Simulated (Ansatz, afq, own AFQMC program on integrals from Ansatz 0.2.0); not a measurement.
## AlH₂S₂, doublet in def2-TZVP, levels against AFQMC with the constraint released

```yaml
atoms:
  - { symbol: S, position_ang: [0.2651, 1.3911, -1.2198] }
  - { symbol: Al, position_ang: [-0.4102, -0.2700, 0.0685] }
  - { symbol: S, position_ang: [0.8049, -0.6788, 1.8626] }
  - { symbol: H, position_ang: [-0.7377, 1.2431, -2.1135] }
  - { symbol: H, position_ang: [1.6869, 0.3152, 1.6030] }
```

Connectivity, by distances: SH–Al–SH.

Basis def2-TZVP. Noble-gas cores (and the filled d shells of Ga–Kr and In–Xe) are frozen. Ansatz 0.2.0 and our own AFQMC program on the same integrals; the CISD trial comes from CCSD amplitudes, and released means the phaseless constraint is let go. Error bars are statistical, one sigma.

Determinant: UHF, the one that the program's search chose, which needn't be the lowest solution. The geometry is a PBE0/def2-SVP stationary point of this or a neighbouring charge and spin state.

No full CI on the walks' own integrals is used here. The released AFQMC energy serves as the reference, which it does only where one determinant dominates, the energy is flat over the last release times and near the phaseless one (40 meV or 2 meV an electron, half that with transition metals). On small molecules, where full CI could be run and the noise was under 10 meV, such values lay within 10 meV of it in 19 cases of 20, a flattering rate, since the rule was set on those same cases; what remains of the bias isn't in the error bar.

Cautions: the released value is read at 1.50 1/Eh with a noise of 13 meV, more than in the cases checked (meV from the phaseless value at times in 1/Eh: -7 ± 7 at 0.24, -5 ± 5 at 0.51, -14 ± 9 at 0.99, -20 ± 13 at 1.50).

* T1 diagnostic: 0.0147
* weight of the determinant in the CISD state: 0.810
* ⟨S²⟩ of the determinant: 0.755
* size of the correlated space: 17 electrons in 108 orbitals

```tsv
level	correlation energy (eV)
MP2	-10.7250
CCSD	-11.9039
CCSD(T)	-12.4641
```

Problem. Estimate where AFQMC with the constraint released lies against CCSD(T) on the same integrals.

Solution. 1.96 ± 0.29 kcal/mol below CCSD(T).

Reference: AFQMC with the constraint released, correlation energy -12.549 ± 0.013 eV.

```
        level  E − E(reference) (kcal/mol)  share of correlation (%)
      CCSD(T)                  1.96 ± 0.29                     99.32
ph-AFQMC/CISD                  0.46 ± 0.33                     99.84
```

Released energies are given only where the last usable release times agree within the noise; a slower fall can still hide under it.
